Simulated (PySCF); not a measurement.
**Diatomic anions of Mg with the third period**

CCSD(T) with double-zeta basis sets in PySCF, for the lowest determinant that a PBE0 search found; no spin–orbit coupling. De refers to high-spin ground-configuration atoms (the charge goes to the atom of lower measured ionisation energy or higher electron affinity, which is not always the lowest computed limit).

```
 M                        basis  reference, frozen orbitals  charged atom  state (unpaired electrons)  Re (Å)  ωe (cm⁻¹)  De (eV)
Na                  aug-cc-pVDZ                      RHF, 2           Na−      singlet (closed shell)   3.811       78.6     0.23
Al               aug-cc-pVDZ-DK                     ROHF, 6           Al−              triplet (π ↑↑)   2.789        234     0.81
Si                  aug-pcseg-1                      UHF, 6           Si−         quartet (σ ↑, π ↑↑)   2.842        188     0.61
 S                    def2-SVPD                      UHF, 6            S−               doublet (σ ↑)   2.279        451      n/a
Cl  aug-cc-pVDZ/aug-cc-pV(D+d)Z                      RHF, 6           Cl−      singlet (closed shell)   2.433        295      n/a
```

The shortest bond is that of MgS⁻ (2.279 Å), the longest that of NaMg⁻ (3.811 Å).

The rows differ in basis set, which adds steps of its own.

The state changes along the series, so neighbouring rows are not always alike in their bonding.

Correlated steps freeze the inner cores (2 to 6 orbitals); shallow outer-core shells are correlated. UHF and ROHF references stand side by side, which adds small steps between rows. Weak bonds: NaMg⁻. Basis-set superposition, not corrected here, can be much of De in a small basis, most of all at correlated wavefunction levels. For an ion De counts to the pair picked by the measured ionisation energies or electron affinities, which need not be the lowest pair at this level. The CCSD T1 diagnostic is raised in NaMg⁻, a sign that a single reference may not be enough there. States were picked by a PBE0 search and need not be the measured ground states.
